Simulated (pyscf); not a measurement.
HO–Sc(OH)–OH + H• → [O–Sc(OH)–OH]• + H₂, a hydrogen abstraction (doublet surface; H–O broken, H–H formed). Optimised with ωB97X-D3(BJ)/def2-SVP in PySCF. Energies in eV from the separated reactants.

Small-basis levels: PySCF, no dispersion term, spherical d functions. AM1 to PM7: differences of heats of formation from MOPAC, which are fitted to 298 K values and so differ in kind from electronic energies by zero-point and thermal terms. GFN2-xTB: tblite. Open shells are spin-unrestricted. 

```json
[
 {"level": "HF/STO-3G", "barrier": "0.09", "reaction energy": "-0.69"},
 {"level": "HF/3-21G", "barrier": "0.74", "reaction energy": "+0.14"},
 {"level": "HF/6-31G*+LANL2DZ", "barrier": "1.03", "reaction energy": "+0.24"},
 {"level": "MP2/6-31G*+LANL2DZ", "barrier": "1.56", "reaction energy": "+1.13"},
 {"level": "SVWN5/6-31G*+LANL2DZ", "barrier": "0.48", "reaction energy": "+0.96"},
 {"level": "BP86/6-31G*+LANL2DZ", "barrier": "0.42", "reaction energy": "+0.41"},
 {"level": "PBE/6-31G*+LANL2DZ", "barrier": "0.55", "reaction energy": "+0.59"},
 {"level": "B3LYP/STO-3G", "barrier": "-0.44", "reaction energy": "-0.65"},
 {"level": "M06-2X/6-31G*+LANL2DZ", "barrier": "0.90", "reaction energy": "+0.64"},
 {"level": "B3LYP/def2-SVP", "barrier": "0.62", "reaction energy": "+0.62"},
 {"level": "GFN2-xTB", "barrier": "0.99", "reaction energy": "+1.78"},
 {"level": "PM6", "barrier": "-0.41", "reaction energy": "-0.44"},
 {"level": "ωB97M-D3(BJ)/def2-TZVP", "barrier": "0.87", "reaction energy": "+0.73"}
]
```

Against the last row the barrier runs from -1.30 (B3LYP/STO-3G) to +0.69 eV (MP2/6-31G*+LANL2DZ). At SVWN5/6-31G*+LANL2DZ, PBE/6-31G*+LANL2DZ, B3LYP/STO-3G, GFN2-xTB, PM6 this geometry lies under one side, so the entry may be no barrier of that level: it is a single point on another level's saddle. ωB97M-D3(BJ)/def2-TZVP has limits of its own. This is the saddle that the search found; another between the same sides may lie lower. The angle at the transferred H is 155°. Open-shell species with a d-block atom are single-reference here; other states, and whether the spin sits on metal or ligand, were not checked.
